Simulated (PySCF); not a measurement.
# Stationary points of CF4

Level of theory: PBE in PySCF with C def2-TZVP, F def2-TZVP; no relativity; density-fitted integrals.

Relaxations began from a few typed shapes. The search is not exhaustive: other isomers or separated fragments can lie lower, and high-lying points may rest on an excited occupation.

**Question.** Which is the lowest minimum found?
A. singlet D4h: C–F 1.422 Å (×4); F–C–F 90.0° (×4), F–C–F 180.0° (×2)
B. singlet Td: C–F 1.337 Å (×4); F–C–F 109.5° (×6)

**Answer.** B. The others lie at 469.4 (singlet D4h, a saddle point) kJ/mol above it.

Counting electrons, carbon keeps none of its valence electrons outside its bonds, so the VSEPR class is AX4 and the expected shape is tetrahedral (Td), as computed.
